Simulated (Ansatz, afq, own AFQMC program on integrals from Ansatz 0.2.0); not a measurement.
**Where AFQMC and coupled cluster stand for HSCl, triplet**

```
atom   x (Å)   y (Å)    z (Å)
  Cl  0.0000  0.0000  -1.4533
   H  0.0000  0.0000  -0.0803
   S  0.0000  0.0000   1.5337
```

Connectivity, by distances: Cl ··· S, 1 bridging H.

Basis cc-pVTZ. Noble-gas cores (and the filled d shells of Ga–Kr and In–Xe) are frozen. Ansatz 0.2.0 and our own AFQMC program on the same integrals; the CISD trial comes from CCSD amplitudes, and released means the phaseless constraint is let go. Uncertainties: one standard error, sampling alone.

Determinant: UHF, the one that the program's search chose, which needn't be the lowest solution. The geometry is a point of a scan.

No full CI on the walks' own integrals is used here; CCSDT(Q) serves as the reference and is uncertain by about the last step of the cluster series.

Cautions: lower spins were not checked; the search met a lower determinant of the same kind, perhaps of another symmetry (60 meV lower); the released energies have errors that jump between times, so the bars are unsure, so no released level is given (meV from the phaseless value at times in 1/Eh: -12 ± 8 at 0.24, 37 ± 51 at 0.51, -12 ± 7 at 0.99, -20 ± 5 at 1.62, -18 ± 6 at 2.40), though the last usable value meets CCSDT(Q) within the noise; the ph-AFQMC/CISD walk drifts between its halves (2.7 errors).

- T1 diagnostic: 0.0125
- weight of the determinant in the CISD state: 0.854
- ⟨S²⟩ of the determinant: 2.031
- size of the correlated space: 14 electrons in 72 orbitals

| level | correlation energy (eV) |
| --- | --- |
| MP2 | -9.1251 |
| CCSD | -10.2346 |
| CCSD(T) | -10.6408 |

**Question.** Estimate where phaseless AFQMC with the Hartree–Fock trial lies against CCSD(T) on the same integrals.

**Answer.** 36.5 ± 28.5 meV above CCSD(T). The gap is under twice the noise, so this walk alone can't tell the two apart.

Reference: CCSDT(Q), correlation energy -10.696 eV.

```json
{"level": "CCSD(T)", "E − E(reference) (meV)": "55.3", "share of correlation (%)": "99.48"}
{"level": "CCSDT", "E − E(reference) (meV)": "18.2", "share of correlation (%)": "99.83"}
{"level": "ph-AFQMC/HF", "E − E(reference) (meV)": "91.8 ± 28.5", "share of correlation (%)": "99.14"}
{"level": "ph-AFQMC/CISD", "E − E(reference) (meV)": "18.5 ± 5.0", "share of correlation (%)": "99.83"}
```

A walk keeps the symmetry of its determinant, which the program's search chose and which needn't be the lowest solution, so a lower state of the same spin and another symmetry isn't excluded.
